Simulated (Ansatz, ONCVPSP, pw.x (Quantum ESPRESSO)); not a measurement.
pw.x on diamond Si: one setting changed

Potential: optimised norm-conserving Vanderbilt (ONCV), ONCVPSP 4.0.1.1 (patched build), LDA (Perdew-Wang 92); core [Ne], reference 3s1 3p3; waves: 3s: rc 1.90 bohr, ncon 4, nbas 7, qcut 3.3 1/bohr, 3 projectors, debl 3.9 Ha; 3p: rc 1.90 bohr, ncon 4, nbas 8, qcut 4.2 1/bohr, local; d scattering state at 0.12 Ha: rc 2.35 bohr, ncon 3, nbas 6, qcut 4.6 1/bohr, 3 projectors, debl 0.9 Ha; local part: the p channel; core correction: polynomial model core, fcfact 0.6.

The reference run (k-mesh 9³, cutoffs 75/300 Ry, Fermi–Dirac 0.01 Ry, mixing_beta 0.4, conv_thr 1e-9, no spin) gives -0.52 GPa at 19.694 Å³/atom, where all-electron LAPW gives -0.03 GPa. This run, with its own iteration cap, changes startingwfc to atomic.

```
&control
  calculation='scf', prefix='x', pseudo_dir='./', outdir='./tmp', tstress=.true., disk_io='none'
/
&system
  ibrav=0, nat=2, ntyp=1, ecutwfc=75, ecutrho=300, nbnd=11,
  occupations='smearing', smearing='fd', degauss=0.01
/
&electrons
  conv_thr=1e-09, mixing_beta=0.4, electron_maxstep=50, startingwfc='atomic'
/
ATOMIC_SPECIES
Si 1.0 Si.UPF
CELL_PARAMETERS angstrom
  0.00000000 2.70050288 2.70050288
  2.70050288 0.00000000 2.70050288
  2.70050288 2.70050288 0.00000000
ATOMIC_POSITIONS crystal
Si 0.0000 0.0000 0.0000
Si 0.2500 0.2500 0.2500
K_POINTS automatic
9 9 9 0 0 0
```

```bash
pw.x < Si.scf.in > Si.scf.out
```

Question: How does the run end?

Answer: It converges in 7 iterations; the free energy moves by +0.0 meV/atom and the pressure by +0.00 GPa. The result is that of the reference run.

```
Message from routine setup:
     using ibrav=0 with symmetry is DISCOURAGED, use correct ibrav instead
     lattice parameter (alat)  =       7.2170  a.u.
     unit-cell volume          =     265.8034 (a.u.)^3
     number of electrons       =         8.00
     number of Kohn-Sham states=           11
     kinetic-energy cutoff     =      75.0000  Ry
     charge density cutoff     =     300.0000  Ry
     scf convergence threshold =      1.0E-09
     Exchange-correlation= SLA  PW   NOGX NOGC
     number of k points=    35  Fermi-Dirac smearing, width (Ry)=  0.0100
     iteration #  1     ecut=    75.00 Ry     beta= 0.40
     total energy              =     -21.62959876 Ry
     estimated scf accuracy    <       0.11304670 Ry
     iteration #  2     ecut=    75.00 Ry     beta= 0.40
     total energy              =     -21.62168565 Ry
     estimated scf accuracy    <       0.02590080 Ry
     iteration #  3     ecut=    75.00 Ry     beta= 0.40
     total energy              =     -21.62434789 Ry
     estimated scf accuracy    <       0.00025368 Ry
     iteration #  4     ecut=    75.00 Ry     beta= 0.40
     total energy              =     -21.62439669 Ry
     estimated scf accuracy    <       0.00003365 Ry
     iteration #  5     ecut=    75.00 Ry     beta= 0.40
     total energy              =     -21.62439915 Ry
     estimated scf accuracy    <       0.00000052 Ry
     iteration #  6     ecut=    75.00 Ry     beta= 0.40
     total energy              =     -21.62439927 Ry
     estimated scf accuracy    <       0.00000001 Ry
     iteration #  7     ecut=    75.00 Ry     beta= 0.40
     the Fermi energy is     6.4034 ev
!    total energy              =     -21.62439928 Ry
     estimated scf accuracy    <          8.3E-11 Ry
     smearing contrib. (-TS)   =      -0.00036651 Ry
     The total energy is F=E-TS. E is the sum of the following terms:
     one-electron contribution =       5.17069867 Ry
     hartree contribution      =       1.07768473 Ry
     xc contribution           =     -10.98329061 Ry
     ewald contribution        =     -16.88912557 Ry
     convergence has been achieved in   7 iterations
          total   stress  (Ry/bohr**3)                   (kbar)     P=       -5.15
     Message from routine punch:
     Nothing written, as per user request (disk_io='none')
```

The run took about 24 s on one core of a shared host (Neoverse-N1, 64 threads, 124 GiB, load 58).
